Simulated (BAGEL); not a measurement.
# HF (hydrogen fluoride): MRCI(8,5)/6-31G(d) (density fitting with qzvpp-jkfit, spherical functions)

What is the energy change on altering one bond length of HF (hydrogen fluoride) at MRCI(8,5)/6-31G* (density fitting with qzvpp-jkfit, spherical functions)? 

The results are computed with BAGEL 1.2.2.

20 further runs of the same task are left out: 20 set aside as unsound or not needed.

## (1) The molecule

The species is HF (2 atoms), meant as a singlet with charge 0. As SMILES, `F`. The shape is that of a PBE0-D4/def2-TZVP optimisation.

Bond lengths: F1–H2 0.920 Å.

## (2) The energy at MRCI(8,5)/6-31G(d) (density fitting with qzvpp-jkfit, spherical functions)

File calc.json:

```json
{ "bagel" : [

{
  "title" : "molecule",
  "basis" : "6-31gs.json",
  "df_basis" : "qzvpp-jkfit",
  "angstrom" : true,
  "geometry" : [
    { "atom" : "F", "xyz" : [   -0.390000,    0.144600,   -0.196400 ] },
    { "atom" : "H", "xyz" : [    0.390000,   -0.144600,    0.196400 ] }
  ]
},
{ "title" : "hf" },
{ "title" : "casscf", "nstate" : 1, "nact" : 5, "nclosed" : 1, "maxiter" : 200, "natocc" : true },
{ "title" : "print", "file" : "orbitals.molden", "orbitals" : true },
{ "title" : "smith", "method" : "mrci", "ncore" : 1 }

]}
```

The basis set 6-31G* is read from a file made from the Basis Set Exchange's data (not shown).

Run with:

```console
$ BAGEL_NUM_THREADS=1 BAGEL calc.json > calc.out
```

The log of the run:

```text
* using 1 threads per process

  ===============================================================
  ===============================================================

  *** Geometry ***

  { "atom" : "F", "xyz" : [     -0.736993,      0.273254,     -0.371142 ] },
  { "atom" : "H", "xyz" : [      0.736993,     -0.273254,      0.371142 ] },

  Number of auxiliary basis functions:       95

  Since a DF basis is specified, we compute 2- and 3-index integrals:
    o Being stored without compression. Storage requirement is 0.000 GB

  Number of basis functions:       16
  Number of electrons      :       10

    * METHOD: MOLECULE                             0.01

  *** RHF ***

  === Nuclear Repulsion ===
     5.1769523111

      * DIIS with orbital gradients will be used.

  === RHF iteration (6-31gs.json) ===
      0        -99.91228595          0.06898121           0.00
      1        -99.97606647          0.03396700           0.00
      2       -100.00039598          0.00361901           0.00
      3       -100.00067912          0.00056575           0.00
      4       -100.00069102          0.00009554           0.00
      5       -100.00069149          0.00000948           0.00
      6       -100.00069149          0.00000108           0.00
      7       -100.00069149          0.00000006           0.00
      8       -100.00069149          0.00000001           0.00
      9       -100.00069149          0.00000000           0.00
    * SCF iteration converged.

    * Permanent dipole moment:
           (   -0.663672,     0.246069,    -0.334218) a.u.

    * METHOD: HF                                   0.02

  ---------------------------
      CASSCF calculation
  ---------------------------

    * nstate   :      1
    * nclosed  :      1
    * nact     :      5
    * nvirt    :     10
  === CASSCF iteration (6-31gs.json) ===

    * Using the second-order algorithm

      0  0      -100.00440431     3.66e-03      0.00

      1  0      -100.02456294     4.99e-03      0.00

      2  0      -100.02605360     1.21e-03      0.00

      3  0      -100.02607746     4.81e-04      0.00

      4  0      -100.02607924     1.82e-04      0.00

      5  0      -100.02607946     6.59e-05      0.00

      6  0      -100.02607948     2.34e-05      0.00

      7  0      -100.02607949     8.24e-06      0.00

      8  0      -100.02607949     2.91e-06      0.00

      9  0      -100.02607949     1.03e-06      0.00

     10  0      -100.02607949     3.64e-07      0.00

     11  0      -100.02607949     1.29e-07      0.00

     12  0      -100.02607949     4.58e-08      0.00

     13  0      -100.02607949     1.63e-08      0.00

     14  0      -100.02607949     5.80e-09      0.00

    * Second-order optimization converged. *

     guess   0:   closed 1111.                open .....

  === FCI iteration ===

      0  0      -100.00027725     5.00e-02      0.00
      1  0      -100.02550014     7.77e-03      0.00
      2  0      -100.02606029     1.21e-03      0.00
      3  0      -100.02607906     1.83e-04      0.00
      4  0      -100.02607949     1.38e-05      0.00
      5  0      -100.02607949     4.67e-07      0.00
      6  0 *    -100.02607949     5.89e-14      0.00

     * ci vector, state   0, <S^2> = -0.0000
       2222.     0.9944736219
       222.2    -0.1031062610

    * METHOD: CASSCF                               0.04

    * METHOD: PRINT                                0.00

  === SMITH program ===

    * freezing 1 orbital
    * XMS rotation is only appropriate for CASPT2, and will not be used with mrci

    * Approximate memory requirement for SMITH calulation per MPI process:
      o Storage requirement for T-amplitude, lambda, and residual is 0.00 GB
      o Storage requirement for MO integrals is 0.00 GB
    * Calculating and saving rdm4

    * Zeroth order energy : state  0       -7.3920452328

      ---- iteration ----

        0   0  -100.17522706     0.04259142      0.22
        1   0  -100.17844532     0.00794585      0.20
        2   0  -100.17857290     0.00120461      0.18
        3   0  -100.17857769     0.00030660      0.18
        4   0  -100.17857794     0.00006709      0.18
        5   0  -100.17857796     0.00001674      0.18
        6   0  -100.17857796     0.00000316      0.18
        7   0  -100.17857796     0.00000079      0.18

      -------------------

        0   0  -100.18356108     0.00000000      0.00

    * METHOD: SMITH                                1.51

  ===============================================================
```

Wall time 1.8 s (1 thread of Intel Xeon 6975P-C (Granite Rapids), shared host).

## (3) The distorted shape

File input.json:

```json
{ "bagel": [

{
  "title": "molecule",
  "basis": "6-31gs.json",
  "df_basis": "qzvpp-jkfit",
  "angstrom": true,
  "geometry": [
    { "atom": "F", "xyz": [      -0.507038,       0.187994,      -0.255339 ] },
    { "atom": "H", "xyz": [       0.390000,      -0.144600,       0.196400 ] }
  ]
},

{
  "title": "hf"
},

{
  "title": "casscf",
  "nstate": 1,
  "nact": 5,
  "nclosed": 1,
  "maxiter": 200,
  "natocc": true
},

{
  "title": "print",
  "file": "orbitals.molden",
  "orbitals": true
},

{
  "title": "smith",
  "method": "mrci",
  "ncore": 1
}

]}
```

The basis set 6-31G* is read from a file made from the Basis Set Exchange's data (not shown).

Run with:

```console
$ BAGEL_NUM_THREADS=1 BAGEL input.json > input.out
```

The log of the run:

```text
* using 1 threads per process

  ===============================================================
  ===============================================================

  *** Geometry ***

  { "atom" : "F", "xyz" : [     -0.958163,      0.355257,     -0.482521 ] },
  { "atom" : "H", "xyz" : [      0.736993,     -0.273254,      0.371142 ] },

  Number of auxiliary basis functions:       95

  Since a DF basis is specified, we compute 2- and 3-index integrals:
    o Being stored without compression. Storage requirement is 0.000 GB

  Number of basis functions:       16
  Number of electrons      :       10

    * METHOD: MOLECULE                             0.01

  *** RHF ***

  === Nuclear Repulsion ===
     4.5015073297

      * DIIS with orbital gradients will be used.

  === RHF iteration (6-31gs.json) ===
      0        -99.87779538          0.07252030           0.00
      1        -99.94847271          0.03912566           0.00
      2        -99.98138972          0.00448981           0.00
      3        -99.98194327          0.00072452           0.00
      4        -99.98196778          0.00012685           0.00
      5        -99.98196866          0.00001228           0.00
      6        -99.98196867          0.00000128           0.00
      7        -99.98196867          0.00000011           0.00
      8        -99.98196867          0.00000003           0.00
      9        -99.98196867          0.00000001           0.00
     10        -99.98196867          0.00000000           0.00
    * SCF iteration converged.

    * Permanent dipole moment:
           (   -0.742617,     0.275340,    -0.373974) a.u.

    * METHOD: HF                                   0.02

  ---------------------------
      CASSCF calculation
  ---------------------------

    * nstate   :      1
    * nclosed  :      1
    * nact     :      5
    * nvirt    :     10
  === CASSCF iteration (6-31gs.json) ===

    * Using the second-order algorithm

      0  0       -99.99053676     7.79e-03      0.00

      1  0      -100.01011010     5.60e-03      0.00

      2  0      -100.01428413     2.09e-03      0.00

      3  0      -100.01436707     8.84e-04      0.00

      4  0      -100.01437244     3.30e-04      0.00

      5  0      -100.01437303     1.18e-04      0.00

      6  0      -100.01437311     4.20e-05      0.00

      7  0      -100.01437312     1.48e-05      0.00

      8  0      -100.01437312     5.25e-06      0.00

      9  0      -100.01437312     1.86e-06      0.00

     10  0      -100.01437312     6.60e-07      0.00

     11  0      -100.01437312     2.34e-07      0.00

     12  0      -100.01437312     8.31e-08      0.00

     13  0      -100.01437312     2.95e-08      0.00

     14  0      -100.01437312     1.05e-08      0.00

     15  0      -100.01437312     3.76e-09      0.00

    * Second-order optimization converged. *

     guess   0:   closed 1111.                open .....

  === FCI iteration ===

      0  0       -99.98099568     4.96e-02      0.00
      1  0      -100.01349188     8.12e-03      0.00
      2  0      -100.01432972     1.68e-03      0.00
      3  0      -100.01437248     2.34e-04      0.00
      4  0      -100.01437311     1.96e-05      0.00
      5  0      -100.01437312     1.15e-06      0.00
      6  0 *    -100.01437312     7.87e-15      0.00

     * ci vector, state   0, <S^2> = 0.0000
       2222.     0.9905369733
       222.2    -0.1354206938

    * METHOD: CASSCF                               0.05

    * METHOD: PRINT                                0.00

  === SMITH program ===

    * freezing 1 orbital
    * XMS rotation is only appropriate for CASPT2, and will not be used with mrci

    * Approximate memory requirement for SMITH calulation per MPI process:
      o Storage requirement for T-amplitude, lambda, and residual is 0.00 GB
      o Storage requirement for MO integrals is 0.00 GB
    * Calculating and saving rdm4

    * Zeroth order energy : state  0       -7.0704065303

      ---- iteration ----

        0   0  -100.16404004     0.04282171      0.21
        1   0  -100.16750527     0.00783468      0.22
        2   0  -100.16763932     0.00124836      0.23
        3   0  -100.16764405     0.00031446      0.20
        4   0  -100.16764434     0.00006603      0.20
        5   0  -100.16764435     0.00001740      0.20
        6   0  -100.16764435     0.00000367      0.21
        7   0  -100.16764435     0.00000089      0.23

      -------------------

        0   0  -100.17278774     0.00000000      0.00

    * METHOD: SMITH                                1.74

  ===============================================================
```

Wall time 2 s (1 thread of Intel Xeon 6975P-C (Granite Rapids), shared host).

## (4) Outcome

Level: MRCI(8,5)/6-31G* (density fitting with qzvpp-jkfit, spherical functions), 1 core orbital frozen.

| quantity | value |
| --- | --- |
| first shape: total energy | -100.17858 Eh |
| distorted shape: total energy | -100.16764 Eh |
| energy change with the F1–H2 bond stretched from 0.920 to 1.058 Å | 0.298 eV |

What this shows: With the F1–H2 bond stretched from 0.920 to 1.058 Å the energy rises by 0.30 eV (6.9 kcal/mol). The first shape isn't relaxed at this level, so the change isn't measured from a minimum. With the Davidson correction the energy (first shape) is -100.18356 Eh. With the Davidson correction the energy (distorted shape) is -100.17279 Eh.
